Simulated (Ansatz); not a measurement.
A made-up structure of CH3BO, singlet:

B1  (-0.469, 0.036, -0.592)
C2  (0.378, -0.234, 0.663)
O3  (1.076, 0.765, 0.591)
H4  (-0.049, -0.322, -1.649)
H5  (1.222, 1.345, 1.354)
H6  (0.498, -0.973, 1.475)
(Å)

It is relaxed with PBE-D4/def2-SVP and then PBE0-D4/def2-TZVP (Ansatz 0.2.0). Atoms count as bonded within 1.22 times the sum of their covalent radii (H–H: 0.88 Å). The end point is not checked to be a true minimum.

(1) Does its bonding change? (Judge from chemistry; the calculation decides.)

Results:

(1) The calculation gives: No: no bond forms or breaks.

Where it ends: The first stage lowers the energy by 1.73 eV in 15 steps. It ends as CH₃BO ([BH][CH][OH]):
```csv
atom,x (Å),y (Å),z (Å)
B1,-0.0843,-0.2533,-0.7663
C2,0.4802,0.0448,0.4687
O3,1.3597,1.0221,0.8515
H4,-0.6011,-0.6335,-1.7491
H5,1.3212,1.1193,1.8047
H6,0.1800,-0.6820,1.2333
```

Labels in which every atom is bracketed show which atoms are joined, not bond orders.

For scale, one of the runs: PBE0-D4/def2-TZVP relaxation, 111 basis functions, launched by `ansatz run in.yaml --threads 2 --pin off --events-out ev --progress --plain --max-ram 4352MiB`. Hardware: 2 CPU threads of an Arm Neoverse V2, shared host. Wall time about 11 s.
